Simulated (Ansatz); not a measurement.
Zinc-blende InAs: PBE at its full settings (plane-wave cutoff 520 eV, 10×10×10 k mesh, Fermi–Dirac smearing 0.01 eV, scalar-relativistic PAW data made under PBE) and at cheaper ones, in a cell of 2 atoms with Γ-centred meshes.

```json
[
 {"level and setting": "PBE (Ansatz)", "lattice constant a (Å)": "6.186", "bulk modulus B0 (GPa)": "48.5"},
 {"level and setting": "PBE (2×2×2 k mesh) (Ansatz)", "lattice constant a (Å)": "?", "bulk modulus B0 (GPa)": "?"},
 {"level and setting": "PBE (4×4×4 k mesh) (Ansatz)", "lattice constant a (Å)": "6.206", "bulk modulus B0 (GPa)": "47.6"},
 {"level and setting": "PBE (6×6×6 k mesh) (Ansatz)", "lattice constant a (Å)": "6.189", "bulk modulus B0 (GPa)": "48.5"},
 {"level and setting": "PBE (Fermi-Dirac smearing of 0.3 eV) (Ansatz)", "lattice constant a (Å)": "6.197", "bulk modulus B0 (GPa)": "46.3"}
]
```

**Question.** Complete the blanks.

**Answer.** 
- PBE (2×2×2 k mesh) (Ansatz, a first-principles code), lattice constant a (Å): 6.488
- PBE (2×2×2 k mesh) (Ansatz), bulk modulus B0 (GPa): 33.0

Largest shifts from the full settings: lattice constant a +4.88 % (PBE (2×2×2 k mesh)), against a difference of +2.30 % of the full result from the reference 6.047 Å (measured, static lattice: zero-point anharmonic expansion removed; as tabulated in Mejia-Rodriguez and Trickey (2018), arXiv:1807.09216); bulk modulus -32 % (PBE (2×2×2 k mesh)), against a difference of -17.2 % of the full result from the reference 58.6 GPa (measured, 0 K value with the zero-point phonon effect removed; as tabulated in Mejia-Rodriguez and Trickey (2018), arXiv:1807.09216).

Ansatz's density-functional and Hartree–Fock values are scalar-relativistic unless marked +SOC, with PAW data made under PBE.

Run with cheap settings on purpose, which may leave them unconverged: PBE (2×2×2 k mesh), PBE (4×4×4 k mesh), PBE (6×6×6 k mesh), PBE (Fermi-Dirac smearing of 0.3 eV).
